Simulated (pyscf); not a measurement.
# Four-centre exchange: H₃C–ZnH (SMILES [CH3][ZnH]) + H₂S (SMILES S) → CH₄ (SMILES C) + HS–ZnH (SMILES [SH][ZnH])

Gas phase, singlet surface, charge 0. Bonds broken: C1–Zn2, S7–H8. Bonds formed: C1–H8, Zn2–S7. Structures and frequencies: ωB97X-D3(BJ)/def2-SVP in PySCF.

Transition state (Å):

```xyz
9

C      0.3846     0.7288    -0.2419
Zn    -0.0478    -0.7658     1.1978
H      1.0071     1.4141     0.3595
H     -0.2136     1.3697    -0.9123
H      1.0464     0.1414    -0.9033
H      0.6644    -1.7171     2.1816
S     -2.4276    -0.2958     0.6898
H     -1.0631     0.3427     0.1106
H     -2.4956     0.6083     1.6885
```

One imaginary mode, 1311i cm⁻¹; descent along it reached the two sides named, in the forms told below.

| bond | change | reactant side (Å) | saddle | product side |
|---|---|---|---|---|
| C1–Zn2 | breaks | 1.960 | 2.120 | 3.1 |
| S7–H8 | breaks | 1.347 | 1.614 | 3.1 |
| C1–H8 | forms | 3.4 | 1.539 | 1.099 |
| Zn2–S7 | forms | 2.8 | 2.478 | 2.185 |

Electronic energies relative to the separated reactants (kJ/mol):

| level | barrier | reaction energy | reverse barrier |
|---|---|---|---|
| ωB97X-D3(BJ)/def2-TZVP | 70.1 | -127.8 | 197.9 |
| PBE/def2-TZVP | 58.1 | -118.7 | 176.8 |
| r²SCAN/def2-TZVP | 54.2 | -124.9 | 179.0 |
| B3LYP-D3(BJ)/def2-TZVP | 75.6 | -122.6 | 198.1 |
| PBE0-D3(BJ)/def2-TZVP | 58.5 | -123.4 | 181.8 |
| M06-2X/def2-TZVP | 63.8 | -129.2 | 193.1 |
| ωB97M-D3(BJ)/def2-TZVP | 81.3 | -119.4 | 200.7 |
| HF/def2-TZVP | 137.5 | -138.1 | 275.6 |

With ωB97M-D3(BJ)/def2-TZVP energies and thermal terms (ideal gas, 1 atm, RRHO with modes under 100 cm⁻¹ raised to 100, one conformer, R ln 2 for chiral ones without a mode under 150 cm⁻¹), in kJ/mol:

```
T (K)   ΔH‡    ΔG‡      ΔH      ΔG
-----  ----  -----  ------  ------
298    76.8  116.1  -111.4  -110.2
600    79.2  155.0  -112.4  -108.7
900    82.5  192.3  -113.5  -106.6
1200   85.9  228.4  -114.4  -104.2
```

On the reactant side the descent ends in a complex, 25.2 kJ/mol under the separated species and 95.4 kJ/mol under the saddle at ωB97X-D3(BJ)/def2-TZVP. This is the saddle that the search found; another between the same sides may lie lower. Elements up to Kr have no core potential and no relativistic terms here.
